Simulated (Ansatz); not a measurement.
System: HgS (P3₂21, No. 154). Method: PBE0 (plane waves, PAW; Ansatz, a quantum-chemistry and plane-wave program).

Run with plane-wave cutoff 460 eV, 6×6×4 k mesh (along the axes of the cell as run), Fermi–Dirac smearing 0.01 eV, scalar-relativistic PAW data made under PBE.

Cell (relaxed with PBEsol):

Space group P3₂21 (No. 154); a = b = 4.140 Å, c = 9.412 Å, α = β = 90.00°, γ = 120.00°

| atom | site | symmetry | x | y | z |
|---|---|---|---|---|---|
| Hg | 3a | .2. | 0.7106 | 0.7106 | 0.0000 |
| S | 3b | .2. | 0.4994 | 0.4994 | 0.5000 |

Problem. Predict the band gap and smallest direct gap on the k points sampled.

Solution. 
band gap: 2.77 eV
smallest direct gap on the k points sampled: 2.82 eV

Note: cell and atoms aren't relaxed at this level (pressure 1.9 GPa).

Spin–orbit coupling is not included.

Static lattice: no zero-point or thermal effects.

Cost on a shared machine: about 4 core-minutes (a rough figure).
